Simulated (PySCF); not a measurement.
Simulated outer-valence photoelectron spectrum of `C=PCC#N`. Method used: EOM-IP-CCSD/aug-cc-pVDZ in PySCF, restricted Hartree–Fock reference, 9 core orbitals frozen, non-relativistic, gas phase, PBE0-D3(BJ)/def2-SVP geometry.

Each root has a Gaussian of 0.4 eV full width with its one-hole share as area; cross sections and vibrations are left out, and the highest printed point is 100.

```
ionisation energy (eV)  intensity
                   9.8          1
                  10.0         11
                  10.2         64
                  10.4        100
                  10.6         43
                  10.8          5
                  11.0          0
                  11.2          0
                  11.4          0
                  11.6          0
                  11.8          3
                  12.0         28
                  12.2         80
                  12.4         80
                  12.6         31
                  12.8         30
                  13.0         51
                  13.2         27
                  13.4         32
                  13.6         52
                  13.8         23
                  14.0          2
                  14.2          0
                  14.4          0
                  14.6          0
                  14.8          0
                  15.0          0
                  15.2          8
                  15.4         38
                  15.6         47
                  15.8         30
                  16.0         50
                  16.2         36
                  16.4          7
                  16.6          0
```

Task: Where are the maxima, and how many lines lie under the curve?

Result: 6 maxima, at 10.4, 12.3, 13.0, 13.6, 15.5 and 16.1 eV, from 8 lines. At this width some lines have no maximum of their own.

Task: List the lines with their holes.

Result: 
```json
{"E (eV)": "10.33", "leading hole (HF orbital)": "HOMO", "area": "0.96", "Koopmans (eV)": "10.17"}
{"E (eV)": "10.41", "leading hole (HF orbital)": "HOMO-1", "area": "0.95", "Koopmans (eV)": "11.03"}
{"E (eV)": "12.21", "leading hole (HF orbital)": "HOMO-3", "area": "0.95", "Koopmans (eV)": "12.75"}
{"E (eV)": "12.39", "leading hole (HF orbital)": "HOMO-2", "area": "0.95", "Koopmans (eV)": "12.69"}
{"E (eV)": "12.99", "leading hole (HF orbital)": "HOMO-5", "area": "0.92", "Koopmans (eV)": "15.33"}
{"E (eV)": "13.58", "leading hole (HF orbital)": "HOMO-4", "area": "0.94", "Koopmans (eV)": "14.70"}
{"E (eV)": "15.53", "leading hole (HF orbital)": "HOMO-6", "area": "0.91", "Koopmans (eV)": "17.15"}
{"E (eV)": "16.06", "leading hole (HF orbital)": "HOMO-7", "area": "0.94", "Koopmans (eV)": "17.36"}
```

The widest gap, 1.95 eV, lies between 13.58 and 15.53 eV. Only orbitals with −ε under 21 eV, eight at most, were ionised, so the high end of the curve may lack lines.

Shape of the structure used: `[CH2:1]=[P:2][CH2:3][C:4]#[N:5]`: C1–P2–C3–C4 0°.

One conformer stands for the species.
